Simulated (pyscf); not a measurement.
Thermochemistry of product channels of silyl (SiH₃•) + chlorine (Cl–Cl) on the doublet surface, in kcal/mol, from CCSD(T)/def2-TZVPP + ΔMP2(QZVPP) energies (ideal gas, 1 atm, RRHO with modes under 100 cm⁻¹ raised to 100, one conformer, R ln 2 for rigid chiral ones). Optimised with ωB97X-D3(BJ)/def2-SVP in PySCF. Correlated levels are frozen-core, on RHF or UHF. ΔMP2 is the change of the MP2 total energy from the triple- to the quadruple-zeta basis.

| products | ΔE | ΔH(298 K) | ΔG(298 K) | ΔG(900 K) |
|---|---|---|---|---|
| silylene (SiH₂) [singlet] + hydrogen chloride (HCl) + Cl atom (Cl•) | +24.0 | +22.9 | +14.8 | -1.9 |
| dichlorosilane (Cl–SiH₂–Cl) + H atom (H•) | ? | -69.6 | -66.8 | -62.2 |
| H₃Si–Cl + Cl atom (Cl•) | -53.4 | -51.4 | -49.2 | -44.9 |
| •H₂Si–Cl + hydrogen chloride (HCl) | ? | -62.4 | -63.0 | -64.3 |

### Question
Fill in the missing entries.

### Answer

- dichlorosilane (Cl–SiH₂–Cl) + H atom (H•), ΔE: -68.5
- •H₂Si–Cl + hydrogen chloride (HCl), ΔE: -63.1

The channel to SiH₂ [singlet] + HCl + Cl• turns favourable between 298 and 1200 K (ΔG from +14.8 kcal/mol to -10.2 kcal/mol).

These are energies of the channels, which say nothing of barriers. The CCSD(T) − MP2 part came from Ansatz, without density fitting, on the same reference. Left out: orbital degeneracy and the spin-orbit lowering of Cl.
